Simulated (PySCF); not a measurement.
# P₃⁺: relaxation and vibrations of the triplet

Aim: relax P₃⁺ as a triplet from a equilateral triangle start, check by its vibrations whether the end is a minimum, and collect its spectrum and constants.

Program: PySCF 2.14.0. Level of theory: PBE0, basis P def2-TZVP, no relativity, density fitting. These are calculated values, not measurements.

## (1) The starting structure

3 atoms, charge 1, spin multiplicity 3.

Bond lengths: P1–P2 2.220 Å, P1–P3 2.220 Å, P2–P3 2.220 Å. Angles: P2–P1–P3 60.0°, P1–P2–P3 60.0°, P1–P3–P2 60.0°.

```xyz
3
charge 1 multiplicity 3
P     0.6409   -1.1100    0.0000
P    -1.2817    0.0000    0.0000
P     0.6409    1.1100    0.0000
```

## (2) Finding the electronic state

One driver script runs all steps and calls PySCF; scf.py shows how it sets up the SCF of each step. The optimiser is the driver's own. After this first run the driver tries any further starts and a stability analysis.

Input file scf.py:

```python
from pyscf import gto, scf, dft
mol = gto.M(atom='''
P      0.640870    -1.110010     0.000000
P     -1.281720     0.000010     0.000000
P      0.640850     1.110010     0.000000''',
    basis={'P': 'def2-TZVP'},
    charge=1, spin=2)
mf = dft.UKS(mol, xc='PBE0')
mf.grids.atom_grid = (50, 194)
aux = {'P': 'def2-universal-JKFIT'}
mf = mf.density_fit(auxbasis=aux)
mf.conv_tol = 1e-08
mf.diis_space = 10
mf.max_cycle = 60
mf.init_guess = 'minao'
mf.verbose = 4
mf.kernel()
```

On the command line:

```
$ OMP_NUM_THREADS=4 python axn.py task.json out
```

The log of the run:

```text
init E= -1023.77831896495
cycle= 1 E= -1023.27482851813  delta_E= 0.503  |g|= 0.221  |ddm|= 1.32
[... the frontier-level lines of each cycle are left out ...]
cycle= 2 E= -1023.28798428542  delta_E= -0.0132  |g|= 0.18  |ddm|= 0.523
cycle= 3 E= -1023.29436884962  delta_E= -0.00638  |g|= 0.128  |ddm|= 0.268
cycle= 4 E= -1023.30357893797  delta_E= -0.00921  |g|= 0.0625  |ddm|= 0.166
cycle= 5 E= -1023.3064093287  delta_E= -0.00283  |g|= 0.0199  |ddm|= 0.079
cycle= 6 E= -1023.30687437059  delta_E= -0.000465  |g|= 0.00718  |ddm|= 0.0303
cycle= 7 E= -1023.30715574544  delta_E= -0.000281  |g|= 0.00661  |ddm|= 0.0298
cycle= 8 E= -1023.30735259105  delta_E= -0.000197  |g|= 0.00691  |ddm|= 0.0195
cycle= 9 E= -1023.30651613209  delta_E= 0.000836  |g|= 0.00391  |ddm|= 0.11
cycle= 10 E= -1023.30633154722  delta_E= 0.000185  |g|= 0.00233  |ddm|= 0.0906
cycle= 11 E= -1023.30633435671  delta_E= -2.81e-06  |g|= 0.000778  |ddm|= 0.00605
cycle= 12 E= -1023.30633456192  delta_E= -2.05e-07  |g|= 0.000448  |ddm|= 0.00206
cycle= 13 E= -1023.30633476367  delta_E= -2.02e-07  |g|= 0.00012  |ddm|= 0.00113
cycle= 14 E= -1023.30633480706  delta_E= -4.34e-08  |g|= 6.16e-05  |ddm|= 0.000494
cycle= 15 E= -1023.3063348175  delta_E= -1.04e-08  |g|= 3.7e-05  |ddm|= 0.00052
cycle= 16 E= -1023.30633482436  delta_E= -6.85e-09  |g|= 2.19e-05  |ddm|= 0.000266
Extra cycle  E= -1023.30633482735  delta_E= -2.99e-09  |g|= 2.27e-05  |ddm|= 0.000105
converged SCF energy = -1023.30633482735  <S^2> = 2.0143054  2S+1 = 3.0095218
```

This step, with its further starts and checks, ran for 12 s (4 threads of Arm Neoverse V2, shared host).

Energies from each starting density:

```
                      start   energy (Eh)
    the minimal-basis guess  -1023.306335
a thermally smeared density  -1023.306335
      a smeared PBE density  -1023.312481
```

This is not the lowest solution: one lies 16.1 kJ/mol lower, at -1023.31248 Eh, and the relaxation starts from that.

## (3) Relaxation: equilateral triangle start, triplet

The program finds D3h symmetry in the start, which this walk keeps. Threshold on the gradient: 0.0003 Eh/bohr, with a further test on the energy change.

Edit scf.py of step 2 so:

```diff
@@ -3,3 +3,3 @@
-P      0.640870    -1.110010     0.000000
-P     -1.281720     0.000010     0.000000
-P      0.640850     1.110010     0.000000''',
+P      0.640864    -1.110005     0.000000
+P     -1.281725    -0.000002     0.000000
+P      0.640860     1.110007     0.000000''',
@@ -15 +14,0 @@
-mf.init_guess = 'minao'
```

The optimiser's trace:

```
step   energy (Eh)  change (kJ/mol)  largest symmetric gradient (Eh/bohr)
   0  -1023.312480             0.00                               0.02886
   1  -1023.316199            -9.77                               0.00882
   2  -1023.316501           -10.56                               0.00189
   3  -1023.316514           -10.59                               0.00010
   4  -1023.316514           -10.59                               0.00000
```

The walk took 7.6 s.

After 4 steps and 10.6 kJ/mol it ends at D3h: P–P 2.140 Å (×3); P–P–P 60.0° (×3). A gradient of 0.0468 Eh/bohr that breaks the symmetry is left: this electronic state wants a lower symmetry.

## (4) Releasing the symmetry

The geometry is nudged along the force that breaks the symmetry.

The program finds C2v symmetry in the start, which may break.

Edit scf.py of step 3 so:

```diff
@@ -3,3 +3,3 @@
-P      0.640864    -1.110005     0.000000
-P     -1.281725    -0.000002     0.000000
-P      0.640860     1.110007     0.000000''',
+P      0.584346    -1.119847    -0.000000
+P     -1.168687    -0.000002     0.000000
+P      0.584342     1.119849    -0.000000''',
```

Energy and gradient, step by step:

```
step   energy (Eh)  change (kJ/mol)  largest gradient (Eh/bohr)
   0  -1023.329671             0.00                     0.02843
   1  -1023.336290           -17.38                     0.01527
   2  -1023.338579           -23.39                     0.00490
   3  -1023.338739           -23.81                     0.00091
   4  -1023.338745           -23.83                     0.00004
```

The walk took 8.1 s.

Positions (Å) and forces (eV/Å) along the way:

```
step 0
P    0.584  -1.120   0.000  -0.603  -1.462   0.000
P   -1.169   0.000   0.000   1.207   0.000   0.000
P    0.584   1.120   0.000  -0.604   1.462   0.000
step 1
P    0.561  -1.175   0.000  -0.216  -0.785   0.000
P   -1.121   0.000   0.000   0.432   0.000   0.000
P    0.561   1.175   0.000  -0.216   0.785   0.000
step 2
P    0.542  -1.227   0.000   0.042  -0.252   0.000
P   -1.085   0.000   0.000  -0.084   0.000   0.000
P    0.542   1.227   0.000   0.042   0.252   0.000
step 3
P    0.539  -1.243   0.000   0.010  -0.047   0.000
P   -1.079   0.000   0.000  -0.020   0.000   0.000
P    0.539   1.243   0.000   0.010   0.047   0.000
step 4
P    0.539  -1.247   0.000   0.000  -0.002   0.000
P   -1.078   0.000   0.000  -0.001   0.000   0.000
P    0.539   1.247   0.000   0.000   0.002   0.000
```

End point (C2v, 4 steps, 23.8 kJ/mol gained): P–P 2.042 Å (×2), P–P 2.493 Å; P–P–P 52.4° (×2), P–P–P 75.3°.

## (5) Hessian and properties

The point is checked on the finer grid, and tightened if its gradient asks for it. The Hessian and the dipole derivatives come from central differences of analytic gradients, with steps of 0.02 bohr.

Edit scf.py of step 4 so:

```diff
@@ -3,3 +3,3 @@
-P      0.584346    -1.119847    -0.000000
-P     -1.168687    -0.000002     0.000000
-P      0.584342     1.119849    -0.000000''',
+P      0.538973    -1.246746    -0.000000
+P     -1.077938    -0.000003     0.000000
+P      0.538966     1.246749    -0.000000''',
@@ -9 +9 @@
-mf.grids.atom_grid = (50, 194)
+mf.grids.atom_grid = (75, 302)
@@ -12 +12 @@
-mf.conv_tol = 1e-08
+mf.conv_tol = 1e-10
```

The driver hands on the density of the step before, so the log starts near convergence.

Log of the central SCF (cycles and frontier levels):

```text
init E= -1023.33875313692
[... the frontier-level lines of each cycle are left out ...]
cycle= 1 E= -1023.3387531369  delta_E= 1.57e-11  |g|= 5.54e-06  |ddm|= 8.6e-06
Extra cycle  E= -1023.33875313683  delta_E= 7.41e-11  |g|= 1.15e-05  |ddm|= 1.66e-05
converged SCF energy = -1023.33875313683  <S^2> = 2.0790571  2S+1 = 3.0522498
```

The whole step took 46 s.

Geometry: C2v; P–P 2.042 Å (×2), P–P 2.493 Å; P–P–P 52.4° (×2), P–P–P 75.3°.

Modes, for the most abundant isotopes:

```tsv
symmetry	ω (cm⁻¹)	IR (km/mol)	μ (u)
a1	279	4.1	30.97
b2	290	0.8	30.97
a1	626	2.4	30.97
```

Every mode is real; the point is a minimum.

Properties at this point:

| Property | Result |
| --- | --- |
| Dipole moment about the centre of mass | 0.26 D |
| Highest occupied level | -12.50 eV |
| Lowest empty level | -11.12 eV |
| Rotational constants | 0.3123, 0.1751, 0.1122 cm⁻¹ |
| Zero-point energy | 7.1 kJ/mol |
| Principal polarisabilities | 36.4, 60.2, 77.8 bohr³ |
| Principal traceless quadrupole moments about the centre of mass | -6.86, 1.33, 5.53 D Å |
| Entropy at 298.15 K and 1 bar (electronic part: spin only) | 288.0 J/(mol K) |
| Heat capacity Cp at 298.15 K | 51.6 J/(mol K) |
| Enthalpy at 298.15 K above 0 K | 12.61 kJ/mol |
| Rotational symmetry number | 2 |
| Spin squared ⟨S²⟩ | 2.079 |

Charges (e) and bond orders:

```tsv
atom	Mulliken	Löwdin	polar tensor	spin (Mulliken)	Mayer order to P1
P1	0.35	0.36	0.32	1.02	–
P2	0.31	0.27	0.36	-0.05	1.58
P3	0.35	0.36	0.32	1.02	0.81
```

Outer orbital energies (eV). α occupied: -27.48, -22.46, -20.31, -15.77, -15.72, -15.13, -14.17, -12.50; empty: -9.12, -8.42, -5.85, -5.11. β occupied: -136.58, -136.58, -26.93, -21.15, -19.39, -15.12, -14.91, -14.69; empty: -11.12, -9.09, -8.48, -7.34.

Mulliken populations on P1: s 5.90, p 8.59, d 0.15, f 0.01.

## (6) What came out

```
                                          quantity                                                         value
                                           minimum                                                  triplet, C2v
                                          geometry  P–P 2.042 Å (×2), P–P 2.493 Å; P–P–P 52.4° (×2), P–P–P 75.3°
                                wavenumbers (cm⁻¹)                                  279 (a1), 290 (b2), 626 (a1)
                    dipole moment (centre of mass)                                                        0.26 D
highest occupied, lowest empty level (either spin)                                             -12.50, -11.12 eV
                         polar-tensor charge of P1                                                       +0.32 e
                                 zero-point energy                                                    7.1 kJ/mol
                               entropy at 298.15 K                                               288.0 J/(mol K)
                                              ⟨S²⟩                                                         2.079
```

What this shows: From D3h at the start the molecule goes to a C2v minimum. In the infrared the band at 279 cm⁻¹ (a1) leads. The first SCF alone would have been 16 kJ/mol too high. Only this shape and spin were tried, so other structures or states may lie lower.

The search up to here ran for 74 s (4 threads of Arm Neoverse V2, shared host).
